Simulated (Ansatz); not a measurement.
Input:

```yaml
crystal:
  periodic: [false, false, false]
  atoms:
    - { symbol: C, position_ang: [-0.823088, 0.674894, -0.321589] }
    - { symbol: S, position_ang: [0.018164, -0.403779, 0.910052] }
    - { symbol: Si, position_ang: [1.744969, -1.116174, -0.109884] }
    - { symbol: H, position_ang: [-1.728247, 1.07281, 0.157484] }
    - { symbol: H, position_ang: [-0.172602, 1.510046, -0.614733] }
    - { symbol: H, position_ang: [-1.108924, 0.098009, -1.211536] }
    - { symbol: H, position_ang: [2.130927, -1.903706, 1.144506] }
basis:
  gaussian: { orbitals: def2-SVP }
hamiltonian:
  xc: b3lyp
  dispersion: d4
neb:
  order_check: false
  images: 7
  f_tol: 0.03
  max_iterations: 60
  final_atoms:
    - { symbol: C, position_ang: [-0.67567736, 0.54745757, -0.25128329] }
    - { symbol: S, position_ang: [-0.2671308, -0.37542858, 1.28836061] }
    - { symbol: Si, position_ang: [1.54879059, -1.45955913, 1.00611105] }
    - { symbol: H, position_ang: [-1.61278676, 1.09420149, -0.0731276] }
    - { symbol: H, position_ang: [0.1250496, 1.2595154, -0.48955162] }
    - { symbol: H, position_ang: [-0.81181077, -0.15156243, -1.08662836] }
    - { symbol: H, position_ang: [1.75476451, -0.98252432, -0.4395808] }
  initial_path:
    images:
      - { positions_ang: [[-0.823088, 0.674894, -0.321589], [0.018164, -0.403779, 0.910052], [1.744969, -1.116174, -0.109884], [-1.728247, 1.07281, 0.157484], [-0.172602, 1.510046, -0.614733], [-1.108924, 0.098009, -1.211536], [2.130927, -1.903706, 1.144506]] }
      - { positions_ang: [[-0.80222493, 0.65004289, -0.30571627], [0.0151761, -0.29450851, 0.99023347], [1.77942678, -1.01339542, 0.05430696], [-1.7235203, 1.06081547, 0.10761586], [-0.18071025, 1.48107941, -0.65285004], [-1.06160965, 0.02341981, -1.15734345], [2.03466125, -1.97535365, 0.91805346]] }
      - { positions_ang: [[-0.78136186, 0.62519178, -0.28984354], [0.01218819, -0.18523803, 1.07041494], [1.81388457, -0.91061685, 0.21849792], [-1.7187936, 1.04882095, 0.05774773], [-0.18881849, 1.45211283, -0.69096708], [-1.0142953, -0.05116937, -1.10315089], [1.93839549, -2.04700131, 0.69160092]] }
      - { positions_ang: [[-0.7604988, 0.60034067, -0.27397081], [0.00920029, -0.07596754, 1.15059642], [1.84834235, -0.80783827, 0.38268888], [-1.7140669, 1.03682642, 0.00787959], [-0.19692674, 1.42314624, -0.72908413], [-0.96698095, -0.12575856, -1.04895834], [1.84212974, -2.11864896, 0.46514838]] }
      - { positions_ang: [[-0.73963573, 0.57548956, -0.25809807], [0.00621239, 0.03330294, 1.23077789], [1.88280013, -0.7050597, 0.54687984], [-1.7093402, 1.02483189, -0.04198854], [-0.20503498, 1.39417965, -0.76720117], [-0.9196666, -0.20034774, -0.99476578], [1.74586398, -2.19029661, 0.23869584]] }
      - { positions_ang: [[-0.72364614, 0.56848157, -0.25639438], [-0.06212341, -0.06887994, 1.24517357], [1.79929775, -0.89368455, 0.66168764], [-1.68520184, 1.04217429, -0.04977331], [-0.12251384, 1.36051359, -0.69778878], [-0.89270264, -0.18815141, -1.01773143], [1.74808911, -1.88835354, 0.06912668]] }
      - { positions_ang: [[-0.70765655, 0.56147357, -0.25469068], [-0.1304592, -0.17106282, 1.25956925], [1.71579536, -1.08230941, 0.77649544], [-1.66106348, 1.05951669, -0.05755807], [-0.03999269, 1.32684752, -0.62837639], [-0.86573868, -0.17595509, -1.04069707], [1.75031424, -1.58641047, -0.10044248]] }
      - { positions_ang: [[-0.69166696, 0.55446557, -0.25298698], [-0.198795, -0.2732457, 1.27396493], [1.63229297, -1.27093427, 0.89130325], [-1.63692512, 1.07685909, -0.06534283], [0.04252845, 1.29318146, -0.558964], [-0.83877473, -0.16375876, -1.06366272], [1.75253938, -1.28446739, -0.27001164]] }
      - { positions_ang: [[-0.67567736, 0.54745757, -0.25128329], [-0.2671308, -0.37542858, 1.28836061], [1.54879059, -1.45955913, 1.00611105], [-1.61278676, 1.09420149, -0.0731276], [0.1250496, 1.2595154, -0.48955162], [-0.81181077, -0.15156243, -1.08662836], [1.75476451, -0.98252432, -0.4395808]] }
```

Command:

```bash
$ ansatz run input.yaml --threads 1 --pin off --max-ram 2048MiB --backend cpu --events-out ev --progress --plain --runs-dir out
```

Hardware: 1 thread of Arm Neoverse V2, with other jobs on the host.

Q: Roughly how long does this run take, and how much memory?

A: 2.5 min, with a peak of 0.24 GiB, for 11 band iterations.
